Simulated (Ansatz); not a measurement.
C$_{4}$H$_{6}$ (`CC1=CC1`), relaxed with RKS PBE-D4/def2-SVP in the Gaussian-basis code of Ansatz from a rough embedded geometry. The force threshold is 0.03 eV/Å; the program also tests the step.

Total charge 0; spin multiplicity 1.

Start:

```xyz
10

C    -0.892   -0.710   -0.785
C     0.125   -0.061   -0.128
C     1.336    0.325    0.024
C     0.359    0.815    1.059
H    -0.568   -1.234   -1.726
H    -1.394   -1.520   -0.156
H    -1.735   -0.035   -1.081
H     2.336    0.428   -0.266
H     0.397    0.229    2.031
H     0.035    1.763    1.030
```

(1) How much energy does the relaxation release, and in how many steps? (Estimate.)

(2) Which bonds change most? (An estimate is asked.)

(3) Give the relaxed structure. (Estimate.)

## Answers

(1) Computed: 58.65 kJ/mol, in 6 steps, 1 of them rejected.

(2) The calculation gave: C4–H10 from 1.003 to 1.112 Å; C1–C2 from 1.374 to 1.475 Å; C3–H8 from 1.046 to 1.095 Å; C1–H6 from 1.142 to 1.111 Å.

(3) The calculation gave: 
```xyz
10

C    -0.950   -0.770   -0.848
C     0.110   -0.048   -0.118
C     1.351    0.350    0.029
C     0.389    0.796    1.107
H    -0.565   -1.256   -1.766
H    -1.409   -1.547   -0.200
H    -1.771   -0.077   -1.131
H     2.387    0.382   -0.324
H     0.415    0.318    2.111
H     0.043    1.852    1.142
```
